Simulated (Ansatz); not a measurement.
**Si–O–SiH, doublet: the ladder up to UCCSDT(Q)**

Geometry: displaced at random from a stationary point.

```xyz
4

Si   -0.0171    0.0064    1.6862
O    -0.0180    0.0179    0.0575
Si    0.0300   -0.0663   -1.6511
H    -0.0728    1.3834   -1.8912
```

Basis cc-pVDZ; Ansatz 0.2.0. Only valence electrons are correlated (noble-gas cores frozen), which leaves 15 electrons in 44 orbitals. Prefix R: restricted or restricted open-shell reference; prefix U: unrestricted. Active spaces: frontier = (9e, 9o) about the gap.

Full CI isn't at hand for all of this; UCCSDT(Q) serves as the reference, and is uncertain by about the last step of the cluster series. The frozen core follows each run's orbitals, which can shift R against U totals by a few meV.

Unrestricted rows (U) aren't spin-pure: their determinants' ⟨S²⟩ exceeds S(S+1) by up to 0.19, so they mix in states of higher spin. For open shells CISD is restricted-active-space CI with the open shells as a complete middle space.

```
UHF ⟨S²⟩                            : 0.942
⟨S²⟩ of the determinant under UCCSD : 0.768
T1 diagnostic (RCCSD)               : 0.0342
largest doubles amplitude (RCCSD)   : 0.091
T1 diagnostic (UCCSD)               : 0.0334
```

| level | E − E(RHF) (eV) |
| --- | --- |
| UHF | -0.1328 |
| RMP2 | -8.9151 |
| UMP2 | -8.9013 |
| RCCSD | -9.8445 |
| UCCSD | -9.8468 |
| RCCSD(T) | -10.1567 |
| UCCSD(T) | -10.1559 |

Problem. Estimate how far UCCSDT(Q) in cc-pVDZ lies from RCCSD(T). The table doesn't fix it; the size of (T) and the diagnostics are the guide.

Solution. UCCSDT(Q) in cc-pVDZ lies 7.2 kJ/mol below RCCSD(T), which is 24 % of the (T) step (-30.1 kJ/mol). T1 is raised, but (T) still catches most of what CCSD lacks. The miss exceeds 1 kcal/mol.

The other levels:

```csv
level,E − E(UCCSDT(Q)) (kJ/mol),share of correlation (%),wall time
CISD,148.6,84.95,11 s
BCCD(T),6.3,99.36,12 s
RCCSDT,3.6,99.64,–
UCCSDT,3.6,99.64,–
RCCSDT(Q),0.6,99.93,4.5 min
CASSCF (frontier space),630.5,36.12,–
NEVPT2 (frontier space),194.4,80.30,14 s
MRCISD (frontier space),76.3,92.27,–
MRCISD+Q (frontier space),12.3,98.76,21 s
```

The correlation energy at UCCSDT(Q), counted from RHF, is -10.231 eV. That run took 4.1 min on 1 thread of Arm Neoverse V1, shared host.

Times hold each run's SCF and search for its determinant on a shared host, so for small cases they say little of a method's own cost; they ran on 1 thread of Arm Neoverse V1.
